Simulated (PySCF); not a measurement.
# C₂⁻ at HSE06

Computed with HSE06; basis C def2-TZVPPD; no relativity; PySCF 2.14.

| Quantity | Value |
| --- | --- |
| state | doublet, unpaired electrons σ ↑ |
| bond length | 1.256 Å |
| harmonic wavenumber | 1873 cm⁻¹ |
| force constant | 12.4 mdyn/Å |
| rotational constant Be | 1.780 cm⁻¹ |
| anharmonicity ωexe | 10.7 cm⁻¹ |
| vibration–rotation constant αe | 0.0155 cm⁻¹ |
| well depth De to C + C⁻ | 806 kJ/mol |
| dissociation energy D0 | 795 kJ/mol |
| bond order (Mayer) | 2.85 |

The state was picked by a PBE0 search and need not be the measured ground state.
